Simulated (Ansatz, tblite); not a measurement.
Forces on the cluster Si3 at its PBE-D4/def2-TZVP geometry. Total charge 0; singlet.

The xTB rows come from tblite. The order of the spin states hangs on the level: the triplet lies 0.21 eV below the singlet at PBE0-D4/def2-TZVP, but 0.70 eV above it at GFN2-xTB. The structure comes from a short search, and lower isomers may exist.

GFN2-xTB (tblite), largest force 0.64 eV/Å:

```xyz
3
positions Å, forces eV/Å
Si    0.529    0.401    0.880    0.066    0.050    0.109
Si    0.990   -0.382   -1.112    0.521   -0.105   -0.351
Si   -1.519   -0.019    0.232   -0.586    0.055    0.242
```

PBE-D4/def2-TZVP (Ansatz), largest force 0.02 eV/Å:

```
Si 0.011 0.008 0.018
Si 0.004 -0.005 -0.014
Si -0.015 -0.003 -0.004
```

PBE0-D4/def2-TZVP (Ansatz), largest force 0.40 eV/Å:

```
Si -0.170 -0.129 -0.282
Si -0.229 0.110 0.309
Si 0.399 0.019 -0.027
```
